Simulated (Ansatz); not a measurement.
C3⁻, relaxed as a doublet with UKS PBE0-D4/def2-TZVPD in Ansatz, starting from the GFN1-xTB geometry. Force threshold 0.02 eV/Å.

The relaxation made no stability test and no search for a lower SCF solution. Another isomer (doublet) lies 0.36 eV lower at PBE0-D4/def2-TZVPD; other spin states weren't run for this one.

Start:

Cartesian coordinates in Å:
```
C -0.058 0.701 -0.397
C 0.648 -0.501 -0.117
C -0.590 -0.200 0.513
```

(1) Estimate the energy that the relaxation releases and the steps that it takes.

(2) Does the start keep its bonding and symmetry?

(3) Predict the relaxed structure.

Answers

(1) 3.6 kcal/mol, in 12 steps; 6 s on 4 threads of Arm Neoverse V2 on a shared host. The force fell under the threshold at step 11, but the optimiser went on. No frequencies were taken in this run, so the end may be a saddle point.

(2) By distances, no bond broke or formed. The bond that changes most is C2–C3, from 1.42 to 1.52 Å (atoms count from 1). Point group C2v at the start, C2v at the end, both within 0.05 Å.

(3) 
| atom | x (Å) | y (Å) | z (Å) |
| --- | --- | --- | --- |
| C1 | -0.0417 | 0.6477 | -0.3740 |
| C2 | 0.6831 | -0.4779 | -0.1538 |
| C3 | -0.6414 | -0.1698 | 0.5277 |
Bond lengths: 3 × C–C 1.36 to 1.52 Å.
